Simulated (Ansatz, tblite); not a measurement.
# [Si4]4-: one state, many levels

Aim: run the singlet of [Si4]4- at one geometry on many levels, and compare frontier levels, spin and run time.

Program: Ansatz 0.2.0, Gaussian basis. Level of theory: as each input shows. These are calculated values, not measurements.

The runs, in order: GFN1-xTB, GFN2-xTB, PBE-D4/def2-TZVPD, r2SCAN-D4/def2-TZVPD, LDA/def2-TZVPD, ωB97X-V/def2-TZVPD, HSE06-D4/def2-TZVPD, BLYP-D4/def2-TZVPD, B97M-V/def2-TZVPD, BHLYP-D4/def2-TZVPD, B3LYP-D4/def2-TZVPD, PBE-D4/def2-SVPD, PBE0-D4/def2-SVPD, HF/6-31G, B3LYP-D4/6-31G, CCSD(T)/def2-TZVPPD, MP2/def2-TZVPD, RPA/def2-TZVPD.

## 1. The structure

The singlet was relaxed beforehand with r2SCAN-D4/def2-TZVPD.

4 atoms, charge -4, spin multiplicity 1.

Bond lengths: Si1–Si2 2.453 Å, Si1–Si3 2.453 Å, Si1–Si4 2.453 Å, Si2–Si3 2.453 Å, Si2–Si4 2.453 Å, Si3–Si4 2.453 Å. Angles: Si2–Si1–Si3 60.0°, Si2–Si1–Si4 60.0°, Si3–Si1–Si4 60.0°, Si1–Si2–Si3 60.0°, Si1–Si2–Si4 60.0°, Si3–Si2–Si4 60.0°, Si1–Si3–Si2 60.0°, Si1–Si3–Si4 60.0°, Si2–Si3–Si4 60.0°, Si1–Si4–Si2 60.0°, Si1–Si4–Si3 60.0°, Si2–Si4–Si3 60.0°.

The ion is computed in the gas phase, without counter-ions or solvent.

PBE0-D4/def2-TZVPD was run before; its log isn't repeated, and its numbers join the tables.

## 2. GFN1-xTB

Tight binding, by tblite at 300 K electronic temperature and without a spin-polarisation term:

```python
tblite.interface.Calculator('GFN1-xTB', numbers, positions, charge=-4, uhf=0).singlepoint()
```

Energy -199.9398 eV, HOMO 2.59 eV, LUMO 5.77 eV; 0.015 s.

## 3. GFN2-xTB

Tight binding, by tblite at 300 K electronic temperature and without a spin-polarisation term:

```python
tblite.interface.Calculator('GFN2-xTB', numbers, positions, charge=-4, uhf=0).singlepoint()
```

Energy -181.9631 eV, HOMO -12.30 eV, LUMO -7.65 eV; 0.4 s.

## 4. PBE-D4/def2-TZVPD

start.molden holds the orbitals of an earlier run on this state, given as this run's starting guess.

The input, in.yaml:

```yaml
crystal:
  periodic: [false, false, false]
  atoms:
    - {symbol: Si, position_ang: [1.498753, 0.003413, 0.097010]}
    - {symbol: Si, position_ang: [-0.587836, 0.421174, 1.316283]}
    - {symbol: Si, position_ang: [-0.434485, 0.958155, -1.071797]}
    - {symbol: Si, position_ang: [-0.476422, -1.382743, -0.341506]}
basis:
  gaussian: {orbitals: def2-TZVPD, initial_orbitals: start.molden}
total_charge: -4
hamiltonian: {xc: pbe, dispersion: d4}
scf: {omitted_lower_state_checks: [starts]}
output: {forces: true, orbitals: {seedname: orbitals}}
```

Run with:

```
$ ansatz run in.yaml --threads 4 --pin off --events-out ev --progress --plain --max-ram 3916MiB
```

After this run come: r2SCAN-D4/def2-TZVPD; LDA/def2-TZVPD; ωB97X-V/def2-TZVPD; HSE06-D4/def2-TZVPD; BLYP-D4/def2-TZVPD; B97M-V/def2-TZVPD; BHLYP-D4/def2-TZVPD; B3LYP-D4/def2-TZVPD; PBE-D4/def2-SVPD; PBE0-D4/def2-SVPD; HF/6-31G; B3LYP-D4/6-31G; CCSD(T)/def2-TZVPPD; MP2/def2-TZVPD; RPA/def2-TZVPD.

**Question.** What will the summary of the whole plan be? Wanted: gap in def2-TZVPD, named functionals, smallest and largest; correlation energy, CCSD(T)/def2-TZVPPD; correlation energy, MP2/def2-TZVPD; PBE0 total energy, smallest basis above largest.

**Answer**, as computed:

```
                                                  quantity                                value
gap in def2-TZVPD, named functionals, smallest and largest  0.17 eV (B97M-V), 3.92 eV (ωB97X-V)
                   correlation energy, CCSD(T)/def2-TZVPPD                            -16.48 eV
                        correlation energy, MP2/def2-TZVPD                            -15.19 eV
           PBE0 total energy, smallest basis above largest     12.22 eV (def2-SVPD, def2-TZVPD)
```

What this shows: Orbital gaps of the named functionals in def2-TZVPD span 0.17 eV (B97M-V) to 3.92 eV (ωB97X-V); exact exchange widens it. LDA, PBE-D4, BLYP-D4, r2SCAN-D4, B97M-V put the HOMO above zero: the outermost electron is held by the basis alone. Notes on CCSD(T)/def2-TZVPPD: large T1 diagnostic.
